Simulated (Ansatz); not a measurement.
Ansatz (a first-principles code) input (PBE0/6-31G*):

Ansatz 0.2 input:
```yaml
crystal:
  periodic: [false, false, false]
  atoms:
    - {symbol: B, position_ang: [-0.09204277, 0.13541101, 0.33572135]}
    - {symbol: F, position_ang: [-1.10489359, -0.74593739, -0.07901131]}
    - {symbol: F, position_ang: [0.02219153, 1.21225224, -0.55982789]}
    - {symbol: F, position_ang: [1.13383693, -0.54154318, 0.45232733]}
basis:
  gaussian:
    orbitals: 6-31G*
hamiltonian:
  xc: {name: PBE0}
total_charge: -1
magnetization: {spin_polarized: true, initial_magnetization: 1}
```

End of the output:

```
integrals: 0.01 GiB planned
517 factors; integrals over basis functions are off by at most 8.8e-4 eV
mean field: 0.21 GiB planned
mean field evaluation 1: about -8820.7253 eV, gradient 8.2e0 eV
mean field evaluation 2: about -8821.0164 eV, gradient 5.1e0 eV
mean field evaluation 4: about -8821.0937 eV, gradient 5.9e-1 eV
mean field evaluation 8: about -8821.1918 eV, gradient 3.4e-2 eV
mean field evaluation 16: about -8821.1918 eV, gradient 8.6e-5 eV
mean field -8821.19182420 eV, -324.1728203209 hartree, gradient 8.6e-5 eV, S^2 0.750783; 0 other end points of the search recorded, 0 dependent functions left out
reference -8821.19183605 eV, -324.1728207564 hartree; 17, 16 occupied and 43, 44 virtual orbitals, 517 factors
Total energy: -8821.19183605 eV, -324.1728207564 hartree
```
